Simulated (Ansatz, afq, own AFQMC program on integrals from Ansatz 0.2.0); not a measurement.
## AuSiH3, singlet: AFQMC among the cluster methods

```xyz
5

Au   -0.3188    0.0021    0.0018
Si    1.9697   -0.0127   -0.0110
H     2.4639   -1.4148   -0.0088
H     2.4842    0.6879    1.1951
H     2.4705    0.6792   -1.2279
```

Connectivity, by distances: Au–SiH3.

Basis def2-SVP with its core potentials. Noble-gas cores (and the filled d shells of Ga–Kr and In–Xe) are frozen. AFQMC by an in-house program on the Cholesky factors that Ansatz 0.2.0 writes for its CCSD(T) run. The CISD trial takes its coefficients from CCSD amplitudes. Released means that phaseless walkers are propagated on without the constraint, phases kept. ± is one standard error of the sampling. No spin–orbit coupling. The metal's outer-core s and p shells are frozen, which shifts wave-function levels against functionals.

Determinant: RHF, the one that the program's search chose, which needn't be the lowest solution. The geometry is a PBE0/def2-TZVP stationary point of this or a neighbouring charge and spin state.

No full CI on the walks' own integrals is used here; CCSDT(Q) serves as the reference and is uncertain by about the last step of the cluster series.

Cautions: no spin-orbit coupling; outer-core shells of the metal frozen.

The T1 diagnostic is 0.0225. The weight of the determinant in the CISD state is 0.846 and the size of the correlated space is 18 electrons in 56 orbitals.

```csv
level,correlation energy (eV)
MP2,-10.8741
CCSD,-10.9797
CCSD(T),-11.2504
```

Problem. Estimate where phaseless AFQMC with a CISD trial lies against CCSD(T) on the same integrals.

Solution. 2.4 ± 0.6 kJ/mol below CCSD(T).

Reference: CCSDT(Q), correlation energy -11.272 eV. The released energy is read at 2.60 1/Eh (meV from the phaseless value at times in 1/Eh: -1 ± 6 at 0.24, 3 ± 4 at 0.60, 3 ± 6 at 1.20, 6 ± 8 at 1.80, -4 ± 11 at 2.60).

| level | E − E(reference) (kJ/mol) | share of correlation (%) |
| --- | --- | --- |
| CCSD(T) | 2.1 | 99.80 |
| CCSDT | 1.3 | 99.88 |
| ph-AFQMC/HF | -14.5 ± 3.2 | 101.33 |
| ph-AFQMC/CISD | -0.2 ± 0.6 | 100.02 |
| released AFQMC | -0.6 ± 1.0 | 100.05 |

A walk keeps the symmetry of its determinant, which the program's search chose and which needn't be the lowest solution, so a lower state of the same spin and another symmetry isn't excluded. Released energies are given only where the last usable release times agree within the noise; a slower fall can still hide under it.
